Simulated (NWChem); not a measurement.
Correlation energy of O2 (+1)

```xyz
2

O      0.0000     0.0000     0.5535
O      0.0000     0.0000    -0.5535
```
Charge +1, spin multiplicity 2.

All runs are NWChem calculations. Structure: optimised with UB3LYP/def2-SVP, a minimum by its harmonic frequencies.

Basis set: cc-pVTZ. Each correlation energy counts from its own Hartree-Fock reference.

The correlated methods keep 2 core orbitals frozen. The structure started from a generated list of species. The unpaired electrons of the parent sit in orbitals of symmetry b2g (D2h labels of the run); other states weren't searched. The stability of the SCF solutions was not checked. Open-shell Hartree-Fock references start from PBE0 orbitals. No row is a measurement; the coupled-cluster row has its own basis-set and correlation limits.

**Question.** For the correlation energy, CCSD(T) on UHF gives -463.0 mHa and CCSD(T) on ROHF gives -472.6 mHa. What do CCSD[T] on UHF, UMP2, CCSD[T] on ROHF give?

**Answer.** CCSD[T] on UHF: -464.2 mHa; UMP2: -452.7 mHa; CCSD[T] on ROHF: -473.4 mHa.
